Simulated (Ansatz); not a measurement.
**SiPH (triplet): from Hartree-Fock to the top rungs, def2-TZVPP**

The task here is to estimate one member of a computed series from the others.

Computed with Ansatz 0.2.0, Gaussian basis. Level: def2-TZVPP, core rule «outside noble gas», up to 10 orbitals frozen.

Plan: UHF; ROHF; CCSD(T) on UHF.

2 further runs of the same task are left out: 2 set aside as unsound or not needed.

### The geometry

The geometry is a PBE0/def2-TZVP stationary point (not a proven minimum) of the parent state, kept for this charge and spin.

3 atoms, charge 0, spin multiplicity 3.

Atoms are counted from 1 here; the program's logs count them from 0.

Bond lengths: Si1–P2 1.944 Å, Si1–H3 1.483 Å. Angles: P2–Si1–H3 180.0°.

The first run:

Contents of in.yaml:

```yaml
crystal:
  periodic: [false, false, false]
  atoms:
    - {symbol: Si, position_ang: [0.000000, 0.000000, 0.153800]}
    - {symbol: P, position_ang: [0.000000, 0.000000, -1.790600]}
    - {symbol: H, position_ang: [0.000000, 0.000000, 1.636800]}
basis:
  gaussian: {orbitals: def2-TZVPP}
magnetization: {spin_polarized: true, initial_magnetization: 2}
hamiltonian: {xc: hf}
output: {orbitals: {seedname: orbitals}}
```

Launch:

```bash
$ ansatz run in.yaml --threads 1 --pin off --events-out ev --progress --plain --max-ram 4096MiB --backend cpu
```

Among the steps run: UHF; ROHF; CCSD(T) on UHF.

One of the session's tables, all rows but one given; the rest of the session is left out.

It belongs to the step «Misses and costs». 

```
  method  from UCCSD(T) (meV)
    ROHF              +7368.9
     UHF              +7075.6
    UMP2                    ?
   UCCSD               +399.7
UCCSD(T)                    0
```

**Question.** Estimate the row for UMP2.

As computed: from UCCSD(T) (meV): +1399.9. In the column «from UCCSD(T) (meV)» it lies between UCCSD (+399.7) and UHF (+7075.6).
